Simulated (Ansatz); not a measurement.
# CHNSi+ (quartet): from Hartree-Fock to the top rungs, def2-TZVPP

The task here is to estimate one member of a computed series from the others.

Computed with Ansatz 0.2.0, Gaussian basis. Level: def2-TZVPP, core rule «outside noble gas», up to 7 orbitals frozen.

The runs, in order: UHF; ROHF; CCSD(T) on UHF.

2 further runs of the same task are left out: 2 set aside as unsound or not needed.

## The system

The geometry is a PBE0/def2-TZVP stationary point (not a proven minimum) of the parent state, kept for this charge and spin.

4 atoms, charge 1, spin multiplicity 4.

Atoms are counted from 1 here; the program's logs count them from 0.

Bond lengths: C1–N2 1.210 Å, C1–H4 1.080 Å, N2–Si3 1.677 Å. Angles: N2–C1–H4 141.6°, C1–N2–Si3 175.8°.

Coordinates:

```xyz
4

C     0.0000   -0.2037    0.7974
N     0.0000   -0.1038   -0.4089
Si    0.0000   -0.0870   -2.0856
H     0.0000    0.3945    1.6971
```

Set-up of the first run:

File in.yaml:

```yaml
crystal:
  periodic: [false, false, false]
  atoms:
    - {symbol: C, position_ang: [0.000003, -0.203741, 0.797438]}
    - {symbol: N, position_ang: [-0.000006, -0.103756, -0.408858]}
    - {symbol: Si, position_ang: [0.000001, -0.087034, -2.085648]}
    - {symbol: H, position_ang: [0.000003, 0.394532, 1.697068]}
basis:
  gaussian: {orbitals: def2-TZVPP}
total_charge: 1
magnetization: {spin_polarized: true, initial_magnetization: 3}
hamiltonian: {xc: hf}
output: {orbitals: {seedname: orbitals}}
```

Launch:

```sh
ansatz run in.yaml --threads 1 --pin off --events-out ev --progress --plain --max-ram 4096MiB --backend cpu
```

Steps of the session up to this table: UHF; ROHF; CCSD(T) on UHF.

One of the session's tables, all rows but one given; the rest of the session is left out.

```
  method  from UCCSD(T) (meV)
    ROHF             +11567.8
     UHF             +10923.1
    UMP2                    ?
   UCCSD               +567.9
UCCSD(T)                    0
```

Q: Estimate the row for UMP2 from the others.

As computed: from UCCSD(T) (meV): +1649.1. In the column «from UCCSD(T) (meV)» it lies between UCCSD (+567.9) and UHF (+10923.1).
